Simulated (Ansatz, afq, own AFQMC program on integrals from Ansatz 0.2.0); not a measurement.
HfO, triplet in def2-TZVP, levels against CCSDT(Q)

```csv
atom,x (Å),y (Å),z (Å)
Hf,0.3194,-0.4639,0.3253
O,-1.0139,-0.8216,-0.7428
```

Basis def2-TZVP with its core potentials. Only valence electrons are correlated. Integrals, coupled cluster, full CI and functionals: Ansatz 0.2.0; the random walks run on the same integrals in our own AFQMC program. ph-AFQMC/CISD is guided by a CISD state made of CCSD amplitudes; releasing the constraint for a short imaginary time cuts its bias at the price of noise, slowly where states lie close. Error bars are statistical, one sigma. No spin–orbit coupling. The metal's outer-core s and p shells are frozen, which shifts wave-function levels against functionals.

Determinant: UHF, the one that the program's search chose, which needn't be the lowest solution. The geometry is a PBE0/def2-SVP stationary point of this or a neighbouring charge and spin state.

No full CI on the walks' own integrals is used here; CCSDT(Q) serves as the reference and is uncertain by about the last step of the cluster series.

Cautions: no spin-orbit coupling; outer-core shells of the metal frozen; higher spins were not checked; (T) is large, 6 % of the CCSD correlation; the released energies have errors that jump between times, so the bars are unsure, so no released level is given (meV from the phaseless value at times in 1/Eh: 174 ± 182 at 0.60, -11 ± 5 at 1.20, -12 ± 4 at 2.00, -26 ± 11 at 3.00, -20 ± 18 at 4.20); the ph-AFQMC/CISD walk drifts between its halves (2.6 errors).

The T1 diagnostic is 0.0318 and the weight of the determinant in the CISD state is 0.889. The ⟨S²⟩ of the determinant is 2.025 and the size of the correlated space is 10 electrons in 66 orbitals.

Reference: CCSDT(Q), correlation energy -8.869 eV.

| level | E − E(reference) (mEh) | share of correlation (%) |
| --- | --- | --- |
| HF | 325.94 | 0.00 |
| MP2 | 4.78 | 98.53 |
| CCSD | 19.50 | 94.02 |
| CCSD(T) | 0.92 | 99.72 |
| CCSDT | 1.31 | 99.60 |
| ph-AFQMC/CISD | 1.12 ± 0.19 | 99.66 |

A walk keeps the symmetry of its determinant, which the program's search chose and which needn't be the lowest solution, so a lower state of the same spin and another symmetry isn't excluded.
